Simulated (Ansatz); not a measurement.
# BN+ (doublet): from Hartree-Fock to the top rungs, def2-QZVPP

The task here is to estimate one member of a computed series from the others.

Computed with Ansatz 0.2.0, Gaussian basis. Level: def2-QZVPP, core rule «outside noble gas», up to 2 orbitals frozen.

The runs, in order: UHF; ROHF; CCSD(T) on UHF.

### The system

The geometry is a PBE0/def2-TZVP stationary point (not a proven minimum) of the parent state, kept for this charge and spin.

2 atoms, charge 1, spin multiplicity 2.

Atoms are counted from 1 here; the program's logs count them from 0.

Bond lengths: B1–N2 1.435 Å.

The first run:

The input, in.yaml:

```yaml
crystal:
  periodic: [false, false, false]
  atoms:
    - {symbol: B, position_ang: [0.000000, 0.000000, 0.000000]}
    - {symbol: N, position_ang: [0.000000, 0.000000, 1.435100]}
basis:
  gaussian: {orbitals: "def2-QZVPP.json"}
total_charge: 1
magnetization: {spin_polarized: true, initial_magnetization: 1}
hamiltonian: {xc: hf}
output: {orbitals: {seedname: orbitals}}
```

Started as:

```sh
$ ansatz run in.yaml --threads 1 --pin off --events-out ev --progress --plain --max-ram 2393MiB
```

Among the steps run: UHF; ROHF; CCSD(T) on UHF.

One table of the session follows, with a row left open; its other results are not shown here.

It belongs to the step «Misses and costs». 

| method | from UCCSD(T) (kJ/mol) |
| --- | --- |
| ROHF | +736.6 |
| UHF | ? |
| UMP2 | +83.9 |
| UCCSD | +22.6 |
| UCCSD(T) | 0 |

Q: Estimate the row for UHF from the others.

As computed: from UCCSD(T) (kJ/mol): +514.2. In the column «from UCCSD(T) (kJ/mol)» it lies between UMP2 (+83.9) and ROHF (+736.6).

The program flags UCCSD(T) as in doubt (see the logs), so the zero of the table is itself unsure.

Caveats from the session: The determinant is far from a pure spin state, so its energy mixes those of several spin states (harmless only where they are near-degenerate, as at dissociation). The program flags UCCSD(T) as in doubt, so the zero of the table is itself unsure.
